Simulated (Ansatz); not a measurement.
Geometry optimisation, RKS PBE0-D4/def2-SVPD (Ansatz 0.2.0).

input.yaml

```yaml
crystal:
  periodic: [false, false, false]
  atoms:
    - { symbol: B, position_ang: [0.0, 0.0, 0.0] }
    - { symbol: C, position_ang: [0.0, 0.0, 1.6] }
    - { symbol: H, position_ang: [-0.9996, -0.3092, 1.9705] }
    - { symbol: H, position_ang: [0.7676, -0.7111, 1.9705] }
    - { symbol: H, position_ang: [0.232, 1.0203, 1.9705] }
    - { symbol: H, position_ang: [1.0305, 0.0, -0.595] }
    - { symbol: C, position_ang: [-1.3856, 0.0, -0.8] }
    - { symbol: H, position_ang: [-1.9458, -0.9305, -0.5708] }
    - { symbol: H, position_ang: [-1.9898, 0.8797, -0.4946] }
    - { symbol: H, position_ang: [-1.1839, 0.0508, -1.8903] }
basis:
  gaussian: { orbitals: def2-SVPD }
hamiltonian:
  xc: pbe0
  dispersion: d4
relax:
  f_tol: 0.02
  max_steps: 40
```

Command:

```bash
$ ansatz run input.yaml --threads 2 --pin off --max-ram 3072MiB --backend cpu --events-out ev --progress --plain --runs-dir out
```

Question: Where does it end, and by what steps?

Answer: The forces met the threshold. The force dipped under the threshold on the way, but the program's further checks kept it going. After 16 steps the energy has fallen by 0.116 eV; H8 moved furthest, 0.55 Å.

| step | energy less start (eV) | largest force component (eV/Å) | accepted |
| --- | --- | --- | --- |
| 0 | 0.0000 | 1.200 | yes |
| 1 | -0.0842 | 0.447 | yes |
| 2 | -0.0986 | 0.180 | yes |
| 3 | -0.1006 | 0.082 | yes |
| 4 | -0.1047 | 0.092 | yes |
| 5 | -0.1062 | 0.036 | yes |
| 6 | -0.1075 | 0.078 | yes |
| 7 | -0.1087 | 0.184 | yes |
| 8 | -0.1105 | 0.144 | yes |
| 9 | -0.1137 | 0.070 | yes |
| 10 | -0.1017 | 0.505 | no |
| 11 | -0.1142 | 0.007 | yes |
| 12 | -0.1143 | 0.171 | yes |
| 13 | -0.1150 | 0.072 | yes |
| 14 | -0.1156 | 0.008 | yes |
| 15 | -0.1157 | 0.023 | yes |
| 16 | -0.1157 | 0.013 | yes |

```xyz
10
Properties=species:S:1:pos:R:3
B -0.059 -0.103 0.039
C -0.014 0.040 1.594
H -0.991 -0.004 2.096
H 0.691 -0.652 2.080
H 0.401 1.050 1.782
H 0.981 -0.327 -0.548
C -1.370 0.024 -0.800
H -1.665 -1.019 -1.033
H -2.219 0.483 -0.272
H -1.229 0.508 -1.778
```

Whether the end is a true minimum wasn't checked by a vibrational analysis.

Run time: 21 s on 2 threads of Intel(R) Xeon(R) Platinum 8488C (Sapphire Rapids) (shared host), peak memory 0.21 GiB.
